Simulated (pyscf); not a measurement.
A first-order saddle from PySCF, ωB97X-D3(BJ)/def2-SVP:

```xyz
9

As     0.1734     1.7151     1.4379
Al    -0.0747    -0.5193    -0.0774
H      1.3376     0.7527     1.1589
H      0.2845     2.3700     0.0739
H      0.2039    -0.1014    -1.5722
H      0.6120    -1.7388     0.6684
O     -1.8367    -0.3217     0.4576
H     -1.2247     0.6289     1.0615
H     -2.2649    -0.9613     1.0427
```

Surface: singlet, charge 0. Lowest wavenumbers (cm⁻¹): 1220i, 169, 247, 306, 345.

Task: Which two sides does it connect, and which bonds change?

Result: H₂Al–AsH₂ + H₂O ⇌ AsH₃ + HO–AlH₂, a four-centre exchange read from left to right: Al–As, H–O broken and As–H, Al–O formed. At CCSD(T)/def2-TZVPP + ΔMP2(QZVPP) it lies 0.00 eV from the left side and +0.82 eV from the right (each side as separated species at their lowest minima found). On the reactant side the descent ends in an adduct with a Al–O contact, 0.98 eV under the separated species and 0.87 eV under the saddle at ωB97X-D3(BJ)/def2-TZVP. On the product side the descent ends in a complex, 0.20 eV under the separated species and 0.84 eV under the saddle at ωB97X-D3(BJ)/def2-TZVP. What is counted as formed (Al–O) is already present as a longer contact in the reactant adduct; forming that adduct is a step of its own. At ωB97X-D3(BJ) the barrier from the zero used here is -0.10 eV. This is the saddle that the search found; another between the same sides may lie lower. The CCSD(T) − MP2 part came from Ansatz, without density fitting, on the same reference. The frozen core leaves the outer d or s,p core shells of the metals and heavy elements correlated in the MP2 and CC values, and def2-TZVPP describes them poorly, which can shift differences by a few kcal/mol. Elements up to Kr have no core potential and no relativistic terms here.
